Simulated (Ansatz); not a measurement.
Compare A (`FC1=NCN1`) with its isomer B (`N=CN=CF`).

Gas-phase electronic energies from Ansatz, PBE0-D4/def2-TZVP geometries. CBS: MP2 limit from def2 TZ/QZ plus the TZ coupled-cluster correction, frozen cores. DFT in def2-TZVPP. B3LYP here is the variant with VWN-RPA as its local correlation; programs differ in this. One conformer a species, not always the lowest.

(1) Which isomer does CCSD(T)/CBS put lower? Give the gap. (Best estimate.)

(2) Give E(B) − E(A) in kcal/mol with B3LYP-D4, BLYP-D4, HF/def2-TZVPP, CCSD(T)/def2-SVP, r2SCAN-D4, B2PLYP, CCSD(T)/def2-TZVPP. (An estimate is asked.)

(3) Does the order hold for the free energy at 298.15 K (harmonic terms from PBE0-D4)? (Estimate.)

Largest T1 diagnostic: 0.014.

Answers

(1) The calculation gave: B, by 11.1 kcal/mol.

(2) Computed: B3LYP-D4 -14.7, BLYP-D4 -17.4, HF/def2-TZVPP -14.7, CCSD(T)/def2-SVP -13.4, r2SCAN-D4 -11.0, B2PLYP -13.4, CCSD(T)/def2-TZVPP -11.6. None reverses the order clearly.

(3) Computed: Yes: G(B) − G(A) = -13.7 kcal/mol, for one conformer each. Modes under 60 cm⁻¹, often nearly free rotors, make the harmonic entropy too high.

In def2-TZVPP, CCSD(T) changes the Hartree–Fock value by +3.1 kcal/mol (the triples alone add −0.3 kcal/mol) and MP2 by +5.7 kcal/mol. From PBE to PBE0 (25 % exact exchange), in def2-TZVPP and without D4, E(B) − E(A) moves by +2.6 kcal/mol.
